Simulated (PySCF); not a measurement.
An unknown shows these calculated signals:

¹H NMR (300 MHz, computed): δ 6.35 (ddt, J = 17.7, 11.3, 8.5 Hz, 1H), 5.89 (br s, 1H), 5.61 (dt, J = 17.7, 1.7 Hz, 1H), 5.54 (dt, J = 11.3, 1.5 Hz, 1H), 3.15 (dt, J = 8.5, 1.6 Hz, 2H).

¹³C{¹H} NMR (computed): δ 175.0 (C), 141.5 (CH), 125.8 (CH2), 45.0 (CH2).

- J: B3LYP/pcJ-1 (without the spin–dipole term)
- shieldings: GIAO PBE0/pcSseg-1
- geometry from GFN2-xTB
- program: PySCF 2.14
- a single conformation, no relativistic terms, fast rotation and ring inversion assumed for equivalent nuclei, gas phase

Referencing at the same level of theory: TMS for ¹H (σref 31.72), ¹³C (σref 186.93).

Question: Which of these does the molecule contain: a carboxylic acid, a tert-butyl group, an S-methyl group, a heteroaromatic ring, a vinyl group CH=CH2, an OH group?

Answer: 
- A carboxylic acid: yes (δC 175.0; δH 5.89 (br s)).
- A tert-butyl group: no.
- An S-methyl group: no.
- A heteroaromatic ring: no.
- A vinyl group CH=CH2: yes (δC 125.8, 141.5; δH 5.61 (dt), 5.54 (dt), 6.35 (ddt)).
- An OH group: yes (δH 5.89 (br s)).

The data belong to 3-butenoic acid (C(CC=C)(=O)O, C4H6O2); they needn't prove each group on their own.

Carbon signals by region: 1 in the far downfield region (above 160 ppm), 2 in the sp2 and nitrile region (100–160 ppm), 1 below 50 ppm. Above 160 ppm: 175.0, carboxylic acid carbon.

The OH or NH signal is concentration- and solvent-dependent in practice; the value given is the gas-phase one. Splittings below 1 Hz are ignored in the labels, and close J values are merged. Unscaled 3J(H,H) at this level run about 10 % above measured values. Shifts are as computed. Against solution values, carbons near 30 ppm lie about +3 ppm off and those near 130 ppm about +5 ppm. Of 1211 compounds with measured shifts, 218 miss one by over three times the rms of a fit or turn the order of signals round; such compounds aren't used in these exercises. Hydrogen bonding in solution deshields acid and N–H amide carbonyl carbons by as much as 10 ppm beyond these values. Couplings across =CH–CH2 type bonds come from one rotamer and its mirror image, and can be 1–2 Hz further off.
